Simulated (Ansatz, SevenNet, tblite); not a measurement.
# How well does each level of theory give the c axis length of litharge PbO?

Reference value: 5.023 Å (measured, room temperature, no zero-point or thermal correction, our sources range from 4.995 to 5.023; as tabulated in Canepa et al. (2012), arXiv:1204.2842).

```
level (code)           value (Å)  difference (%)
---------------------  ---------  --------------
GFN2-xTB (tblite)          5.964           +18.7
SevenNet-l3i5              5.347           +6.45
LDA (Ansatz)               4.894           -2.57
PBE (Ansatz)               5.616           +11.8
PBEsol+SOC (Ansatz)        5.098           +1.49
PBE-D4 (Ansatz)            4.954           -1.37
rVV10 (Ansatz)             4.992           -0.62
r²SCAN+SOC (Ansatz)        5.350           +6.51
r²SCAN+rVV10 (Ansatz)      5.011           -0.24
HSE06 (Ansatz)             5.610           +11.7
PBE0 (Ansatz)              5.577           +11.0
PBE0-D4 (Ansatz)           4.985           -0.76
```

Leaving aside GFN2-xTB (doubt noted below): The reference is not for a static lattice or low temperature, so close values are not ranked against it. Off by more than 1.75 %, or 2.45 % on the side where a correction would as a rule narrow the miss (bounds picked here): PBE (+11.8 %), HSE06 (+11.7 %), PBE0 (+11.0 %), r²SCAN+SOC (+6.51 %), SevenNet-l3i5 (+6.45 %), LDA (-2.57 %).

The measured value isn't corrected to a static lattice, so vibrations enter the comparison.  Density-functional levels without +SOC have no spin–orbit coupling. GFN2-xTB: the cell has another shape than the first-principles one, perhaps another minimum in the same group. GFN2-xTB: the cell moved over 20 % in volume from its start. GFN2-xTB: the method was fitted mainly to molecules. GFN2-xTB: the run uses a supercell at the zone centre in place of a k mesh. LDA: LDA has no dispersion term either, though it tends to give short spacings of layers, chains or molecules. PBE, r²SCAN+SOC: for a layered or molecular solid the relaxed cell lies over 5 % above the published volume, where the minimum can be shallow. PBE, PBEsol+SOC, r²SCAN+SOC, HSE06, PBE0: the cell comes from a level without a dispersion term, which matters for the spacing of layers, chains or molecules. PBE-D4, PBE0-D4: a distance lies near a switch of the dispersion term, which can move the cell. Cutoffs and k meshes differ between the levels. Ansatz's density-functional and Hartree–Fock values are scalar-relativistic unless marked +SOC, with PAW data made under PBE.

Machine-learned potentials (SevenNet-l3i5) are trained on DFT data: a solid inside that data is no test of them.

Differences are worked out from the printed values.

Ansatz is a quantum-chemistry and plane-wave program.
